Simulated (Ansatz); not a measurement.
**Wurtzite CdS: equilibrium volume per atom by level of theory**

No measured value is used here.

```
level (code)         value (Å³/atom)
-------------------  ---------------
LDA (Ansatz)                   23.85
PBE (Ansatz)                   26.04
PBE-D3(BJ) (Ansatz)            25.08
r²SCAN (Ansatz)                25.40
```

Cutoffs differ between the levels. Ansatz's density-functional and Hartree–Fock values are scalar-relativistic unless marked +SOC, with PAW data made under PBE.

Ansatz is an electronic-structure program.
